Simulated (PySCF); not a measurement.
O₂, SMILES O=O (connectivity only; charge and spin as stated), charge +1, multiplicity 2.

Geometry: PBE0-D3(BJ)/def2-TZVPD.

Two levels are set side by side: PBE/def2-TZVPD (PySCF) and PBE0/def2-TZVPD (PySCF). Same geometry, gas phase. Differences are taken from unrounded values.

| quantity | PBE0 |
|---|---|
| α-spin orbital gap (eV) | 4.21 |
| β-spin orbital gap (eV) | 11.23 |
| mean polarisability (bohr³) | 6.4 |

Q: What does PBE give, and how far is it from PBE0? (The exact figures need the calculation; the answer reports its results.)

A: 
```
quantity                      PBE  PBE minus PBE0
---------------------------  ----  --------------
α-spin orbital gap (eV)      0.27           -3.94
β-spin orbital gap (eV)      8.02           -3.21
mean polarisability (bohr³)   6.5             0.1
```

Rough cost on one machine, each run with all the roots and properties that it gave: PBE0 against PBE within a factor of 2.
